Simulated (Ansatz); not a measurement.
## A barrier at the coupled-cluster level

Start structure (CH₅Al, closed shell), relaxed at PBE0-D4/def2-TZVP:

```xyz
7
angstrom
Al -1.0320 0.1843 -0.1196
H -2.0799 -0.8080 0.5490
C 0.8799 -0.1453 0.0796
H 1.1794 -0.0028 1.1246
H -1.5765 1.4391 -0.9305
H 1.1315 -1.1813 -0.1694
H 1.4979 0.5140 -0.5337
```

The step: CH₅Al ([CH3][AlH2]) → CH₃Al ([CH2][AlH]) + H₂; bonds formed: H2–H4; bonds broken: Al1–H2, C3–H4. Computed with Ansatz 0.2.0 (basis: def2-TZVPP and def2-QZVPP); correlated methods freeze the cores. Extrapolation: Hartree–Fock as exp(−7.88 √X), correlation as X^−2.97. Energies below are by CCSD(T) at an estimated basis limit (MP2 extrapolated from triple and quadruple zeta, plus CCSD(T) − MP2 in triple zeta).

**Question.** What are the electronic barrier and the energy of the step, from the start structure to the end structure? (To be estimated.)

**Answer.** Computed: Barrier 71.38 kcal/mol; step energy 64.12 kcal/mol (uphill); reverse barrier, their difference, 7.27 kcal/mol. Barrier and step energy count from the start structure, the reverse barrier from the end structure.

The saddle point: One imaginary mode of 850i cm⁻¹.
```
  pair  start (Å)  saddle (Å)  end (Å)
 H2–H4       3.41        0.93     0.77
Al1–H2       1.59        1.78     2.07
 C3–H4       1.10        1.77     2.81
```

Zero-point energy (harmonic, PBE0-D4): ZPE is 29.96 kcal/mol at the start and 27.62 kcal/mol at the saddle, so the barrier goes from 71.38 to 69.05 kcal/mol.

T1 diagnostic: at most 0.018. The restricted Hartree–Fock reference is unstable towards an unrestricted one at one or more of these structures.

Labels in which every atom is bracketed show which atoms are joined, not bond orders.

For scale, one of the runs: CCSD(T)/def2-TZVPP, 143 basis functions, launched by `ansatz run in.yaml --threads 2 --pin off --events-out ev --progress --plain --max-ram 4352MiB`. The run took 7 s on 2 CPU threads of an Arm Neoverse V1 (shared host), with 0.78 GiB of host memory at its peak.
